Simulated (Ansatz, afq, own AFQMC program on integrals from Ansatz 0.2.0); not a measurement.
Integrals from Ansatz 0.2.0, then the random walk in our own AFQMC program (afq).

```yaml
crystal:
  periodic: [false, false, false]
  atoms:
    - {symbol: Si, position_ang: [-0.455333, -0.003936, 0.000384]}
    - {symbol: B, position_ang: [1.436895, 0.012421, -0.001212]}
    - {symbol: H, position_ang: [-0.918902, 1.238301, 0.002601]}
    - {symbol: H, position_ang: [-0.901821, -0.632507, 1.079088]}
    - {symbol: H, position_ang: [-0.903670, -0.629345, -1.079390]}
basis:
  gaussian: {orbitals: cc-pVDZ}
magnetization: {spin_polarized: false}
correlation: {method: ccsd_t, electrons: outside_noble_gas, hamiltonian_folder: ham}
```

```sh
$ ansatz run in.yaml --threads 1 --pin off --events-out ev --progress --plain --max-ram 1382MiB
```

Options of the walk:

```
--method phaseless --trial hf --walkers 120 --populations 1 --least-time 40 --time-step 0.005 --steps-per-block 20 --equilibration-blocks 112 --max-blocks 600 --target-error 0.00114 --factor-cut 1e-05 --seed 3921 --taylor-order 6
```

Times are imaginary, in 1/Eh. The walk had a cap of 656 s.

```
orbitals 41  electrons 5 5  factors 317 of 444
reference energy -315.15548334 Eh
CCSD correlation -0.20656152 Eh in 12 cycles, weight of the determinant in the CISD state 0.8533
energy of the start -315.155483 Eh
 block  time / (1/Eh)  mean weight  energy / Eh
     1     0.100  1.0018  -315.190926
     2     0.200  1.0002  -315.218809
     3     0.300  1.0016  -315.240583
     4     0.400  1.0021  -315.261474
     5     0.500  1.0013  -315.275665
     8     0.800  1.0003  -315.303853
    18     1.800  0.9998  -315.362763
    69     6.900  0.9998  -315.360977
   120    12.000  0.9998  -315.390466
   171    17.100  1.0002  -315.376629
   222    22.200  0.9992  -315.394318
   273    27.300  0.9984  -315.370372
   324    32.400  1.0000  -315.366910
   358    35.800  1.0008  -315.402315
   375    37.500  0.9994  -315.400974
   426    42.600  1.0008  -315.358714
   477    47.700  0.9994  -315.379191
   528    52.800  0.9994  -315.361434
   579    57.900  0.9999  -315.360581
   630    63.000  1.0016  -315.379879
   664    66.400  1.0009  -315.346255
   681    68.100  1.0005  -315.363046
   698    69.800  1.0002  -315.373989
blocks merged  error / Eh  count
     1  0.000740  600
     2  0.000940  300
     4  0.001204  150
     8  0.001485  75
    16  0.001836  37
    32  0.001886  18
    64  0.002043  9
energy -315.377040 +/- 0.001886 Eh
(rows thinned)
```

(1) Estimate how long the walk took on 1 thread of Intel(R) Xeon(R) 6975P-C (Granite Rapids) (shared host).

The run passed its tests (sampling time, drift between the halves within three errors, error under three times the target), which doesn't prove that it has relaxed.

Against this walk (error 51.3 meV) on the same determinant: CCSD(T) 270.1 meV higher, CCSDT(Q) 231.3 meV higher, a separate phaseless walk with a CISD trial and standard settings 243.8 ± 52.3 meV higher. The error is statistical and leaves out the bias of the constraint. CCSDT(Q) is the surest value here, so the walk's 231 meV below it is most likely the bias of the constraint with this trial, which can have either sign.

Cautions: constraint bias not in the error; error above the target (51.3 against 31.0 meV); higher spins were not checked; restricted determinant unstable towards unrestricted (UHF 448 meV lower, ⟨S²⟩ 0.74).

Answers

(1) 100 s of wall time.

CCSDT and higher add their correlation energy to the determinant of the CCSD(T) run, since their own runs factorise the integrals more tightly (a shift of under 2 meV). A walk keeps the symmetry of its determinant, which the program's search chose and which needn't be the lowest solution, so a lower state of the same spin and another symmetry isn't excluded.
